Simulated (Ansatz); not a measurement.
CH4ClS (SMILES [Cl-].CS) (charge -1), singlet: a relaxation.

in.yaml

```yaml
crystal:
  periodic: [false, false, false]
  atoms:
    - {symbol: Cl, position_ang: [-0.604216, 0.584539, -2.678631]}
    - {symbol: C, position_ang: [0.363056, -0.433560, 0.706826]}
    - {symbol: S, position_ang: [-0.719231, 1.046804, 0.655904]}
    - {symbol: H, position_ang: [-0.112281, -1.258705, 1.273786]}
    - {symbol: H, position_ang: [1.342205, -0.199330, 1.170155]}
    - {symbol: H, position_ang: [0.525471, -0.758747, -0.340053]}
    - {symbol: H, position_ang: [-0.795003, 1.019099, -0.788087]}
basis:
  gaussian: {orbitals: def2-TZVPD}
total_charge: -1
hamiltonian: {xc: pbe0, dispersion: d4}
relax: {f_tol: 0.005, max_steps: 200}
```

Launched with

```bash
ansatz run in.yaml --threads 2 --pin off --events-out ev --progress --plain --max-ram 5222MiB
```

What Ansatz 0.2.0 printed:

```
Functional definition: PBE0
  name "PBE0"
  cite "Adamo & Barone, J. Chem. Phys. 110, 6158 (1999) doi:10.1063/1.478522"
  cite "Perdew, Burke & Ernzerhof, Phys. Rev. Lett. 77, 3865 (1996) doi:10.1103/PhysRevLett.77.3865"
  parent pbe
  parameter a = 0.25
  parameter kappa = 0.804
  parameter beta = 0.06672455060314922
  exchange = (1 - a)*pbe_x(kappa = kappa, mu = beta*pi^2/3) + a*exact_x
  correlation = pbe_c(beta = beta)
1001 factors; their error is unknown
mean field evaluation 1: about -24453.1490 eV, gradient 2.3e1 eV
mean field evaluation 2: about -24452.6216 eV, gradient 2.7e1 eV
mean field evaluation 4: about -24454.4329 eV, gradient 7.1e-1 eV
mean field evaluation 8: about -24454.4806 eV, gradient 2.8e-1 eV
mean field evaluation 16: about -24454.4807 eV, gradient 6.7e-5 eV
mean field -24454.48071339 eV, -898.6855903746 hartree, gradient 6.7e-5 eV, S^2 0.000000; 0 other end points of the search recorded, 0 dependent functions left out
the calculation of the forces begins
reference -24454.48075551 eV, -898.6855919227 hartree; 22, 22 occupied and 143, 143 virtual orbitals, 1001 factors
relax step   1: F+E_penalty+E_count = -24454.59360317 eV  Δ(F+E_penalty+E_count) = +0.000e0 eV  max|allowed force component| = 4.855e-1 eV/Å  Δτ_max = 0.0000 Å  (26 SCF iters, accepted)
relax step   2: F+E_penalty+E_count = -24454.61585114 eV  Δ(F+E_penalty+E_count) = -2.225e-2 eV  max|allowed force component| = 2.800e-1 eV/Å  Δτ_max = 0.0158 Å  (30 SCF iters, accepted)
relax step   3: F+E_penalty+E_count = -24454.62235484 eV  Δ(F+E_penalty+E_count) = -6.504e-3 eV  max|allowed force component| = 1.309e-1 eV/Å  Δτ_max = 0.0191 Å  (31 SCF iters, accepted)
relax step   4: F+E_penalty+E_count = -24454.62429702 eV  Δ(F+E_penalty+E_count) = -1.942e-3 eV  max|allowed force component| = 3.627e-2 eV/Å  Δτ_max = 0.0240 Å  (31 SCF iters, accepted)
relax step   5: F+E_penalty+E_count = -24454.62383448 eV  Δ(F+E_penalty+E_count) = +4.625e-4 eV  max|allowed force component| = 9.515e-2 eV/Å  Δτ_max = 0.0434 Å  (31 SCF iters, rejected (line search))
relax step   6: F+E_penalty+E_count = -24454.62476354 eV  Δ(F+E_penalty+E_count) = -4.665e-4 eV  max|allowed force component| = 8.900e-3 eV/Å  Δτ_max = 0.0212 Å  (31 SCF iters, accepted)
relax step   7: F+E_penalty+E_count = -24454.62484442 eV  Δ(F+E_penalty+E_count) = -8.088e-5 eV  max|allowed force component| = 1.294e-2 eV/Å  Δτ_max = 0.0201 Å  (31 SCF iters, accepted)
relax step   8: F+E_penalty+E_count = -24454.62485022 eV  Δ(F+E_penalty+E_count) = -5.795e-6 eV  max|allowed force component| = 4.927e-4 eV/Å  Δτ_max = 0.0012 Å  (32 SCF iters, accepted)
Total energy: -24454.62489236 eV, -898.6908888543 hartree
Atom 0 at    -0.560704     0.522319    -2.686035 Å, force    -0.000028     0.000033     0.000043 eV/Å
Atom 1 at     0.357719    -0.427409     0.691542 Å, force     0.000270    -0.000399    -0.000090 eV/Å
Atom 2 at    -0.709059     1.035813     0.678025 Å, force    -0.000031     0.000149     0.000068 eV/Å
Atom 3 at    -0.109172    -1.246655     1.242094 Å, force     0.000045     0.000141    -0.000058 eV/Å
Atom 4 at     1.326444    -0.201180     1.141716 Å, force    -0.000178     0.000002     0.000008 eV/Å
Atom 5 at     0.500824    -0.723767    -0.349943 Å, force     0.000354    -0.000420     0.000298 eV/Å
Atom 6 at    -0.806051     1.040979    -0.717499 Å, force    -0.000432     0.000493    -0.000270 eV/Å
Dipole moment:     0.261524    -0.257402     1.103177 e Å

[the SCF lines of later steps are left out]
```

The lines “mean field evaluation” count trial sets of orbitals through the whole run, from several starts and some on an approximate energy, so they need not fall steadily or lie above the final value.

The run took about 24 s on 2 CPU threads of an Intel Xeon Platinum 8488C (shared host).
